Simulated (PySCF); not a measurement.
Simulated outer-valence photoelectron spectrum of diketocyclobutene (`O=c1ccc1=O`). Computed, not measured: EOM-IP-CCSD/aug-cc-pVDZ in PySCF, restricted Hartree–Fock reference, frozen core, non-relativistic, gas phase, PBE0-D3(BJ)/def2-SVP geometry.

Each root has a Gaussian of 0.3 eV full width with its one-hole share as area; cross sections and vibrations are left out, and the highest printed point is 100.

ionisation energy (eV), intensity and a bar:
```
      9.2          1 
      9.4         20 ######
      9.6         58 #################
      9.8         14 ####
     10.0          0 
     10.2          0 
     10.4          0 
     10.6          0 
     10.8          0 
     11.0          0 
     11.2          0 
     11.4          8 ##
     11.6         61 ##################
     11.8         84 #########################
     12.0         31 #########
     12.2          1 
     12.4          0 
     12.6          0 
     12.8          0 
     13.0          0 
     13.2          0 
     13.4          0 
     13.6         10 ###
     13.8         54 ################
     14.0         25 #######
     14.2          1 
     14.4          0 
     14.6          2 #
     14.8         37 ###########
     15.0        100 ##############################
     15.2         44 #############
     15.4          4 #
     15.6         30 #########
     15.8         50 ###############
     16.0          7 ##
     16.2          1 
     16.4         28 ########
     16.6         53 ################
     16.8          8 ###
     17.0          0
```

Problem. Where are the maxima, and how many lines lie under the curve?

Solution. 6 maxima, at 9.6, 11.8, 13.8, 15.0, 15.7 and 16.6 eV, from 8 lines. At this width some lines have no maximum of their own.

Problem. List the lines with their holes.

Solution. 
```tsv
E (eV)	leading hole (HF orbital)	area	Koopmans (eV)
9.59	HOMO	0.95	11.17
11.66	HOMO-1	0.96	11.78
11.85	HOMO-2	0.93	13.94
13.84	HOMO-3	0.92	14.82
14.94	HOMO-5	0.94	16.96
15.08	HOMO-6	0.94	16.97
15.74	HOMO-4	0.91	16.79
16.55	HOMO-7	0.92	18.87
```

The widest gap, 2.07 eV, lies between 9.59 and 11.66 eV. Only orbitals with −ε under 21 eV, eight at most, were ionised, so the high end of the curve may lack lines.
